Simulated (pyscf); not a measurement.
## Four-centre exchange: O=W(=O)(F)–F + H₂O → O=W(=O)(OH)–F + HF

Gas phase, singlet surface, charge 0. Bonds broken: W2–F4, O6–H7. Bonds formed: W2–O6, F4–H7. Single points on ωB97X-D3(BJ)/def2-SVP structures (PySCF, gas phase).

Transition state (Å):

```xyz
8

O      1.5350     0.2041     0.1327
W     -0.1122     0.2138    -0.2548
O     -0.6075     1.8216    -0.1323
F     -1.7277    -1.2745    -0.3459
F     -0.1010    -0.1696    -2.0804
O     -0.7493    -0.6079     1.4888
H     -1.5155    -1.2707     0.7337
H     -0.2130    -0.8481     2.2525
```

One imaginary mode, 530i cm⁻¹; descent along it reached the two sides named, in the forms told below.

```
bond   change  reactant side (Å)  saddle  product side
-----  ------  -----------------  ------  ------------
W2–F4  breaks              1.911   2.198         2.467
O6–H7  breaks              0.969   1.264         1.817
W2–O6   forms              2.265   2.030         1.927
F4–H7   forms              2.277   1.100         0.944
```

Electronic energies relative to the separated reactants (kJ/mol):

```csv
level,barrier,reaction energy,reverse barrier
ωB97X-D3(BJ)/def2-TZVP,7.8,+15.7,-7.9
PBE/def2-TZVP,12.2,+22.8,-10.7
r²SCAN/def2-TZVP,4.4,+21.9,-17.5
B3LYP-D3(BJ)/def2-TZVP,13.9,+17.8,-3.9
PBE0-D3(BJ)/def2-TZVP,8.1,+16.1,-8.0
M06-2X/def2-TZVP,1.2,+10.3,-9.2
ωB97M-D3(BJ)/def2-TZVP,15.3,+18.7,-3.4
```

With ωB97M-D3(BJ)/def2-TZVP energies and thermal terms (ideal gas, 1 atm, RRHO with modes under 100 cm⁻¹ raised to 100, one conformer, R ln 2 for chiral ones without a mode under 150 cm⁻¹), in kJ/mol:

| T (K) | ΔH‡ | ΔG‡ | ΔH | ΔG |
|---|---|---|---|---|
| 298 | 10.0 | 55.9 | +15.6 | +13.6 |
| 600 | 10.3 | 102.5 | +18.3 | +10.6 |
| 900 | 12.9 | 148.1 | +20.6 | +6.3 |
| 1200 | 16.2 | 192.6 | +22.5 | +1.2 |

On the reactant side the descent ends in an adduct with a O–W contact, 73.4 kJ/mol under the separated species and 81.2 kJ/mol under the saddle at ωB97X-D3(BJ)/def2-TZVP. On the product side the descent ends in a complex, 32.5 kJ/mol under the separated species and 24.6 kJ/mol under the saddle at ωB97X-D3(BJ)/def2-TZVP. At ωB97X-D3(BJ)/def2-TZVP, PBE, r²SCAN, B3LYP-D3(BJ), PBE0-D3(BJ), M06-2X, ωB97M-D3(BJ) the saddle lies under the separated products, which points to a path from their complex (located at ωB97X-D3(BJ) alone), and parting the products costs more than the saddle. What is counted as formed (O–W) is already present as a longer contact in the reactant adduct; forming that adduct is a step of its own. This is the saddle that the search found; another between the same sides may lie lower. Elements past Kr carry the def2 core potentials, without spin-orbit coupling.
